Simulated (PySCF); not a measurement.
NO, charge +1, multiplicity 1. Atoms are numbered in the order given.

```xyz
2

N      0.0000     0.0000    -0.5706
O      0.0000     0.0000     0.4992
```
Charge +1, spin multiplicity 1.

Geometry optimised at PBE-D3(BJ)/def2-TZVPD.

All values below come from PBE0/pcSseg-2 (PySCF).

GIAO shieldings, no solvent; atoms alike by connectivity are averaged. δ = σ(ref) − σ: ¹⁵N against NH3 (σ = 263.3 ppm); ¹⁷O against H2O (σ = 327.8 ppm), references at their B3LYP-D3(BJ)/def2-TZVP geometries, non-relativistic.

Question: Estimate the chemical shifts. (The exact figures need the calculation; the answer reports its results.)

Answer: 
```csv
nucleus,atoms,count,δ (ppm)
¹⁵N,N1,1,437.5
¹⁷O,O2,1,539.6
```
